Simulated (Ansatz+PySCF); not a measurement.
Results of a calculation; reference values are marked as such.
## Ansatz (development build ahead of 0.2.0) run

```yaml
crystal:
  periodic: [false, false, false]
  atoms:
    - { symbol: P, position_ang: [0.0, 0.0, 0.0] }
    - { symbol: S, position_ang: [1.22023, 1.62698, 3.52251] }
basis:
  gaussian: { orbitals: STO-3G }
magnetization:
  initial_magnetization: 3
hamiltonian:
  xc: hf
correlation:
  method: fci
  frozen_orbitals: { P: 5, S: 5 }
```

The input is written out in the form of the current development build from the run's settings.

Results

```yaml
Converged: yes
Total_energy: -729.99902 hartree
State: lowest quartet root, of any spatial symmetry
```
